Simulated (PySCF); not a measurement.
# Magnesium: a sound run and one with changed settings

Sound run: Mg [Ne] 3s2, Mg⁺ [Ne] 3s1. Computed with PySCF 2.14 in cc-pVTZ (5s4p2d1f, 34 functions), with the non-relativistic Hamiltonian (point nucleus). In the sound run the correlated levels freeze [Ne]. The sound run starts from symmetry-adapted Hartree-Fock orbitals and uses a fine grid where one is needed.

Changed run: basis STO-3G. This setting is unsound on purpose.

| species | method | sound run (hartree) | changed run (hartree) | converged |
| --- | --- | --- | --- | --- |
| Mg | UHF | -199.61335 | -197.00735 | yes |
| Mg | B3LYP | -200.09770 | -197.46400 | yes |
| Mg | M06-L | -200.05839 | -197.44688 | yes |
| Mg | MP2 | -199.63688 | -197.02783 | yes |
| Mg | CCSD(T) | -199.64708 | -197.04357 | yes |
| Mg⁺ | UHF | -199.37053 | -196.96676 | yes |
| Mg⁺ | B3LYP | -199.81370 | -197.36116 | yes |
| Mg⁺ | M06-L | -199.78246 | -197.33881 | yes |

Ionisation energy of Mg:

```csv
method,sound run (eV),changed run (eV)
UHF,6.607,1.105
B3LYP,7.728,2.799
M06-L,7.509,2.941
MP2,7.248,1.662
SCS-MP2,7.376,1.773
CCSD,7.525,2.090
CCSD(T),7.525,2.090
CCSDT,7.525,2.090
FCI,7.525,2.090
```

A minimal basis cannot let orbitals breathe on ionisation and holds almost no correlation.

For comparison, NIST gives 7.646 eV between the lowest levels.
